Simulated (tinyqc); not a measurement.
Worked calculation: MP2 on RHF in the sto-3g basis, frozen core, for HF, spin multiplicity 1. One step of it, computed by the program tinyqc.

Task: Orthogonalisation. S = U s U^T; symmetric (Loewdin) form X = U s^(-1/2) U^T, so that X^T S X = 1.

overlap S, order 1F 1s, 1F 2s, 1F 2px, 1F 2py, 1F 2pz, 2H 1s:
```
[[1.000000, 0.237990, 0.000000, 0.000000, 0.000000, 0.032613],
 [0.237990, 1.000000, 0.000000, 0.000000, 0.000000, 0.341074],
 [0.000000, 0.000000, 1.000000, 0.000000, 0.000000, 0.000000],
 [0.000000, 0.000000, 0.000000, 1.000000, 0.000000, 0.000000],
 [0.000000, 0.000000, 0.000000, 0.000000, 1.000000, 0.286021],
 [0.032613, 0.341074, 0.000000, 0.000000, 0.286021, 1.000000]]
```

Give: eigenvalues of S; X.

Result:

eigenvalues of S: [0.5267, 0.8470, 1.0000, 1.0000, 1.1285, 1.4978]

X, order 1F 1s, 1F 2s, 1F 2px, 1F 2py, 1F 2pz, 2H 1s:
```
[[1.0229, -0.1292, 0.0000, 0.0000, -0.0048, 0.0179],
 [-0.1292, 1.0759, 0.0000, 0.0000, 0.0440, -0.1998],
 [0.0000, 0.0000, 1.0000, 0.0000, 0.0000, 0.0000],
 [0.0000, 0.0000, 0.0000, 1.0000, 0.0000, 0.0000],
 [-0.0048, 0.0440, 0.0000, 0.0000, 1.0360, -0.1643],
 [0.0179, -0.1998, 0.0000, 0.0000, -0.1643, 1.0880]]
```
